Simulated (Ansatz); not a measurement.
A made-up structure of H$_{2}$SO$_{2}$, singlet:

```
5
angstrom
O -1.1404 0.2099 -0.6806
S -0.4414 -0.6836 0.4975
O 0.7269 0.2943 1.0921
H -0.5674 -1.7142 1.3759
H 1.5461 0.1403 0.6075
```

It is relaxed with PBE-D4/def2-SVP and then PBE0-D4/def2-TZVP (Ansatz 0.2.0). Atoms count as bonded within 1.22 times the sum of their covalent radii (H–H: 0.88 Å). The end point is not checked to be a true minimum.

Task: Does its bonding change? (Judge from chemistry; the calculation decides.)

Result: By the calculation: No: no bond forms or breaks.

Where it ends: The first stage lowers the energy by 2.93 eV in 10 steps. It ends as H₂SO₂ ([O][SH][OH]):
```xyz
5
angstrom
O -1.2089 0.0436 -0.4101
S -0.2096 -0.8297 0.1889
O 0.7984 0.0276 1.1654
H -0.7818 -1.3516 1.3247
H 1.5259 0.3568 0.6234
```

Labels in which every atom is bracketed show which atoms are joined, not bond orders.

For scale, one of the runs: PBE0-D4/def2-TZVP relaxation, 111 basis functions, launched by `ansatz run in.yaml --threads 2 --pin off --events-out ev --progress --plain --max-ram 4352MiB`. Hardware: 2 CPU threads of an Arm Neoverse V2, shared host. Wall time about 8.5 s.
